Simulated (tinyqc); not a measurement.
Inside a calculation. Method: Hueckel theory of the pi electrons with the omega technique, for the molecule c1c[cH+]1 (SMILES; centres numbered as the heavy atoms are written). Computed by tinyqc, a small Python program that keeps every step. Settings: charge = 1, omega = 1.4, damping = 0.7. Command: `OMP_NUM_THREADS=1 python tinyqc.py 27628 27629 out.jsonl` (the two numbers bound the seeds that draw the settings). One thread of a shared host (Intel(R) Xeon(R) Processor @ 2.60GHz), about 0.02 s of CPU time with the checks.

## The Hueckel matrix

Centres:
```
centre  z_r, pi electrons of the neutral centre       h
1C                                            1  0.0000
2C                                            1  0.0000
3C                                            1  0.0000
```

Bonds:
```
i  j  k
1  2  1
2  3  1
3  1  1
```

H_rr = alpha + h_r beta, H_rs = k_rs beta for bonded centres.

Hueckel matrix in units of beta (H = alpha + beta A), lower triangle:
```
        1C      2C      3C
1C  0.0000
2C  1.0000  0.0000
3C  1.0000  1.0000  0.0000
```

## Orbitals, round 1

pi electrons, sum of z_r less the charge = 2

Diagonalise; E = alpha + x beta with beta < 0, so the largest x are filled first; degenerate levels share their electrons. P = sum n_i c_ri c_si; each orbital has its largest coefficient positive (the first on a tie).

x values: 2.0000  -1.0000  -1.0000

occupations: 2.0000  0.0000  0.0000

coefficients:
```
       MO1      MO2      MO3
1C  0.5774  -0.2832   0.7658
2C  0.5774   0.8048  -0.1376
3C  0.5774  -0.5216  -0.6282
```

charge and bond-order matrix P, lower triangle:
```
        1C      2C      3C
1C  0.6667
2C  0.6667  0.6667
3C  0.6667  0.6667  0.6667
```

Within a degenerate level the vectors are fixed only up to a rotation; this is one choice.

## Omega technique, round 1

h_r = h_r(0) + omega q_r, omega = 1.4, with q_r = z_r - P_rr; 0.7 of the old diagonal is kept.

matrix after round 1, lower triangle:
```
        1C      2C      3C
1C  0.1400
2C  1.0000  0.1400
3C  1.0000  1.0000  0.1400
```

## Orbitals, round 2

As before.

x values: 2.1400  -0.8600  -0.8600

occupations: 2.0000  0.0000  0.0000

coefficients:
```
       MO1      MO2      MO3
1C  0.5774   0.0000   0.8165
2C  0.5774   0.7071  -0.4082
3C  0.5774  -0.7071  -0.4082
```

charge and bond-order matrix P, lower triangle:
```
        1C      2C      3C
1C  0.6667
2C  0.6667  0.6667
3C  0.6667  0.6667  0.6667
```

Within a degenerate level the vectors are fixed only up to a rotation; this is one choice.

## Omega technique, round 2

As before.

matrix after round 2, lower triangle:
```
        1C      2C      3C
1C  0.2380
2C  1.0000  0.2380
3C  1.0000  1.0000  0.2380
```

## Convergence

Each round sets h_r = h_r(0) + omega (z_r - P_rr), keeping the share named as damping of the old diagonal; repeat until output and input diagonals agree to 1e-6.

Rounds:
```
round  sum n x  largest |h(out) - h(in)|
1       4.0000                  4.67e-01
2       4.2800                  3.27e-01
3       4.4760                  2.29e-01
4       4.6132                  1.60e-01
5       4.7092                  1.12e-01
6       4.7765                  7.84e-02
7       4.8235                  5.49e-02
8       4.8565                  3.84e-02
9       4.8795                  2.69e-02
10      4.8957                  1.88e-02
11      4.9070                  1.32e-02
12      4.9149                  9.23e-03
13      4.9204                  6.46e-03
14      4.9243                  4.52e-03
15      4.9270                  3.17e-03
16      4.9289                  2.22e-03
17      4.9302                  1.55e-03
18      4.9312                  1.09e-03
19      4.9318                  7.60e-04
20      4.9323                  5.32e-04
21      4.9326                  3.72e-04
22      4.9328                  2.61e-04
23      4.9330                  1.82e-04
24      4.9331                  1.28e-04
25      4.9332                  8.94e-05
26      4.9332                  6.26e-05
27      4.9332                  4.38e-05
28      4.9333                  3.07e-05
29      4.9333                  2.15e-05
30      4.9333                  1.50e-05
31      4.9333                  1.05e-05
32      4.9333                  7.36e-06
33      4.9333                  5.15e-06
34      4.9333                  3.61e-06
35      4.9333                  2.53e-06
36      4.9333                  1.77e-06
37      4.9333                  1.24e-06
38      4.9333                  8.66e-07
```

Converged in 38 rounds.

## Energy, charges, bond orders

final x values: 2.4667  -0.5333  -0.5333

occupations: 2.0000  0.0000  0.0000

final P, lower triangle:
```
        1C      2C      3C
1C  0.6667
2C  0.6667  0.6667
3C  0.6667  0.6667  0.6667
```

E = sum n x; q_r = z_r - P_rr; bond order p = P_rs; free valence = sqrt(3) - sum of p over the bonds of the atom.

pi energy = 2 alpha + this times beta = 4.9333

pi charges: 1C 0.3333, 2C 0.3333, 3C 0.3333

Bond orders and lengths from R = 1.517 - 0.180 p (angstrom, C-C alone):
```
bond       p       R
1-2   0.6667  1.3970
2-3   0.6667  1.3970
3-1   0.6667  1.3970
```

free valence of the carbons: 1C 0.3987, 2C 0.3987, 3C 0.3987

gap between the highest filled and the next level = 3.0000 |beta|
